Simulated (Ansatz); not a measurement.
# C2H2F4: vertical ionisation energy

The task here is to estimate one member of a computed series from the others.

The runs use Ansatz 0.2.0, Gaussian basis; unrestricted cation, the program's frozen cores in correlated methods.

The runs, in order: UKS PBE-D4/def2-TZVPP; UKS r2SCAN-D4/def2-TZVPP; UKS PBE0-D4/def2-TZVPP; UKS B3LYP-D4/def2-TZVPP; UKS wB97X-V/def2-TZVPP; UKS wB97M-V/def2-TZVPP; UKS B2PLYP/def2-TZVPP; UHF-CCSD(T)/def2-TZVPP; UHF-MP2/def2-QZVPP; extrapolation to the limit; then −ε(HOMO) from the neutral's earlier runs with LDA (SPW92), PBE-D4, revPBE-D4, BLYP-D4, r2SCAN-D4, B97M-V, PBE0-D4, B3LYP-D4, r2SCANh-D4, r2SCAN0-D4, HSE06-D4, BHLYP-D4, CAM-B3LYP-D4, LC-ωPBE, ωB97X-V, ωB97M-V.

## The relaxed structure

All runs share one geometry, relaxed beforehand with PBE0-D4 in a triple-zeta def2 set.

SMILES `FCC(F)(F)F`, 8 atoms, charge 0, spin multiplicity 1.

Atoms are counted from 1 here; the program's logs count them from 0.

Bond lengths: F1–C2 1.364 Å, C2–C3 1.514 Å, C2–H7 1.093 Å, C2–H8 1.093 Å, C3–F4 1.332 Å, C3–F5 1.339 Å, C3–F6 1.332 Å. Angles: F1–C2–C3 109.8°, F1–C2–H7 109.7°, F1–C2–H8 109.7°, C3–C2–H7 108.6°, C3–C2–H8 108.6°, H7–C2–H8 110.3°, C2–C3–F4 111.9°, C2–C3–F5 108.9°, C2–C3–F6 111.9°, F4–C3–F5 108.1°, F4–C3–F6 107.8°, F5–C3–F6 108.1°.

The first run:

in.yaml reads:

```yaml
crystal:
  periodic: [false, false, false]
  atoms:
    - {symbol: F, position_ang: [-0.224613, -1.506534, 0.915157]}
    - {symbol: C, position_ang: [-0.211199, -0.737778, -0.211657]}
    - {symbol: C, position_ang: [0.211238, 0.674252, 0.135451]}
    - {symbol: F, position_ang: [1.434396, 0.711331, 0.662421]}
    - {symbol: F, position_ang: [0.217106, 1.411780, -0.982138]}
    - {symbol: F, position_ang: [-0.624553, 1.243566, 1.002905]}
    - {symbol: H, position_ang: [0.502027, -1.148620, -0.930051]}
    - {symbol: H, position_ang: [-1.212300, -0.705097, -0.647889]}
basis:
  gaussian: {orbitals: def2-TZVPP}
total_charge: 1
magnetization: {spin_polarized: true, initial_magnetization: 1}
hamiltonian: {xc: pbe, dispersion: d4}
```

The run is started by

```sh
$ ansatz run in.yaml --threads 2 --pin off --events-out ev --progress --plain --max-ram 32768MiB --backend cpu
```

Steps of the session up to this table: Cation, UKS PBE-D4/def2-TZVPP; Cation, UKS r2SCAN-D4/def2-TZVPP; Cation, UKS PBE0-D4/def2-TZVPP; Cation, UKS B3LYP-D4/def2-TZVPP; Cation, UKS wB97X-V/def2-TZVPP; Cation, UKS wB97M-V/def2-TZVPP; Cation, UKS B2PLYP (frozen core)/def2-TZVPP; Cation, UHF-CCSD(T)/def2-TZVPP; Cation, UHF-MP2/def2-QZVPP.

One of the session's tables, all rows but one given; the rest of the session is left out.

Orbital estimates, from the neutral's runs:

| functional | −ε(HOMO) (eV) |
| --- | --- |
| LDA (SPW92) | 8.83 |
| PBE-D4 | 8.62 |
| revPBE-D4 | 8.53 |
| BLYP-D4 | 8.60 |
| r2SCAN-D4 | 9.06 |
| B97M-V | 9.24 |
| PBE0-D4 | 10.49 |
| B3LYP-D4 | 10.27 |
| r2SCANh-D4 | 9.76 |
| r2SCAN0-D4 | 10.80 |
| HSE06-D4 | 10.08 |
| BHLYP-D4 | 12.36 |
| CAM-B3LYP-D4 | 12.07 |
| LC-ωPBE | 13.31 |
| ωB97X-V | 13.00 |
| ωB97M-V | ? |

Estimate the missing values for ωB97M-V.

The run gave: −ε(HOMO) (eV): 12.93. In the column «−ε(HOMO) (eV)» it lies between BHLYP-D4 (12.36) and ωB97X-V (13.00).
